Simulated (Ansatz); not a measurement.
```yaml
crystal:
  periodic: [false, false, false]
  atoms:
    - {symbol: Si, position_ang: [-1.027595, -0.360803, -0.001953]}
    - {symbol: N, position_ang: [0.613721, -0.308725, -0.001654]}
    - {symbol: Si, position_ang: [2.263372, -0.184702, -0.000581]}
    - {symbol: H, position_ang: [-1.849497, 0.854230, 0.004188]}
basis:
  gaussian: {orbitals: def2-TZVP}
magnetization: {spin_polarized: true, initial_magnetization: 2}
hamiltonian: {xc: pbe0}
relax: {f_tol: 0.004, max_steps: 80}
```

```sh
$ ansatz run in.yaml --threads 1 --pin off --events-out ev --progress --plain --max-ram 2176MiB
```

Steps of the relaxation (energy above the last step; positions in Å, forces in eV/Å):

```
4
step 1, 88.3 meV
Si   -1.028   -0.361   -0.002    0.133   -0.719   -0.004
N     0.614   -0.309   -0.002    2.046    0.406    0.003
Si    2.263   -0.185   -0.001   -1.979   -0.217   -0.002
H    -1.849    0.854    0.004   -0.200    0.530    0.003
```

```
4
step 2, 30.6 meV
Si   -1.024   -0.383   -0.002   -0.190   -0.287   -0.002
N     0.617   -0.306   -0.002    1.385    0.279    0.002
Si    2.239   -0.178   -0.001   -1.153   -0.156   -0.001
H    -1.832    0.867    0.004   -0.042    0.164    0.001
```

```
4
step 3, 5.0 meV
Si   -1.026   -0.401   -0.002   -0.039    0.013    0.000
N     0.630   -0.295   -0.002   -0.197    0.075    0.001
Si    2.213   -0.177   -0.001    0.220   -0.036    0.000
H    -1.817    0.873    0.004    0.017   -0.052    0.000
```

```
4
step 6, 0.0 meV
Si   -1.014   -0.390   -0.002    0.001   -0.001    0.000
N     0.637   -0.232   -0.001   -0.001    0.001    0.000
Si    2.230   -0.227   -0.001    0.000    0.000    0.000
H    -1.853    0.850    0.004    0.001    0.001    0.000
```

Close pairs at the end: Si1–H4 1.496 Å, N2–Si3 1.593 Å, Si1–N2 1.659 Å.

A stationary point of unrestricted PBE0 after 6 steps, with ⟨S²⟩ = 2.022 against 2.00 for a pure state; no frequencies were run, so it isn't proven a minimum. 26 s on 1 thread of Arm Neoverse V2, shared host.
